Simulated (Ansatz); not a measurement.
## hcp Co: Voigt–Reuss–Hill bulk modulus by level of theory

No measured value is used here.

```json
[
 {"level (code)": "LDA (Ansatz)", "value (GPa)": "272", "cell (Å³/atom)": "10.01"},
 {"level (code)": "BLYP (Ansatz)", "value (GPa)": "184", "cell (Å³/atom)": "11.35"},
 {"level (code)": "PBE (Ansatz)", "value (GPa)": "___", "cell (Å³/atom)": "10.86"},
 {"level (code)": "PBEsol (Ansatz)", "value (GPa)": "247", "cell (Å³/atom)": "10.37"},
 {"level (code)": "RPBE (Ansatz)", "value (GPa)": "___", "cell (Å³/atom)": "11.16"},
 {"level (code)": "PBE-D3(BJ) (Ansatz)", "value (GPa)": "234", "cell (Å³/atom)": "10.55"}
]
```

Problem. Fill in the missing entries.

Solution. 
- PBE (Ansatz, a first-principles code), value (GPa): 212
- RPBE (Ansatz), value (GPa): 191

Spin-polarised runs: LDA (parallel moments), BLYP (parallel moments), PBE (parallel moments), PBEsol (parallel moments), RPBE (parallel moments), PBE-D3(BJ) (parallel moments). PBE-D3(BJ): the dispersion coefficients are held fixed in the derivatives. Each level is taken at its own relaxed cell. Ansatz's density-functional and Hartree–Fock values are scalar-relativistic unless marked +SOC, with PAW data made under PBE.
